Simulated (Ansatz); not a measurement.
`C/N=C(\O)OC` → `[CH2]` (triplet) + `COC(=N)O` at 600 K and 1 bar (formal loss of a carbene).

Program: Ansatz. Geometries: PBE0-D4/def2-TZVP. ΔE: electronic, gas phase. CCSD(T)/CBS is the MP2 limit (def2-TZVPP, def2-QZVPP) plus CCSD(T) − MP2 in def2-TZVPP, frozen cores. This one scheme is used for every species. Triplets are unrestricted, without spin–orbit coupling. Each species was taken in one conformer, which may not be the lowest.

```tsv
species	CCSD(T)/CBS energy (Eh)	H − E (kJ/mol)	S (J/(mol·K))
`C/N=C(\O)OC`	-323.39466	345.9	441.9
`[CH2]` (triplet)	-39.09499	66.5	220.8
`COC(=N)O`	-284.14613	260.3	379.9
```

H − E and S are ideal-gas, rigid-rotor, harmonic terms from PBE0-D4/def2-TZVP, for one conformer and one mirror image of each species, with the whole ground term of open shells counted as degenerate. 1 Eh = 2625.50 kJ/mol, R = 8.31446 J/(mol·K).

Problem. By hand: ΔE, ΔH, ΔS and ΔG.

Solution. ΔE = (-39.09499) + (-284.14613) − (-323.39466) = 0.15354 Eh = 403.1 kJ/mol. Δ(H − E) = 66.5 + 260.3 − 345.9 = -19.1, so ΔH = 384.0 kJ/mol. ΔS = 220.8 + 379.9 − 441.9 = 158.8 J/(mol·K). ΔG = 384.0 − 600 × (158.8)/1000 = 288.7 kJ/mol.

Problem. By hand: the equilibrium constant, and the temperature at which ΔG would vanish if ΔH and ΔS stayed fixed.

Solution. log₁₀ K = −ΔG/(RT ln 10) = -25.1. ΔG = 0 at ΔH/ΔS = 2418 K.

The number of gas molecules changes by +1, which sets the sign of ΔS. A doubt of 5 kJ/mol in ΔE shifts log₁₀ K by 0.4 here. Other conformers and mirror images would add mixing entropy, several J/(mol·K) or more a flexible species. A triplet takes part, so the spin changes. These are equilibria of isolated gas molecules and say nothing of rates. Largest T1 diagnostic: 0.013 (customary marks: 0.02 for closed shells, 0.045 for open ones).
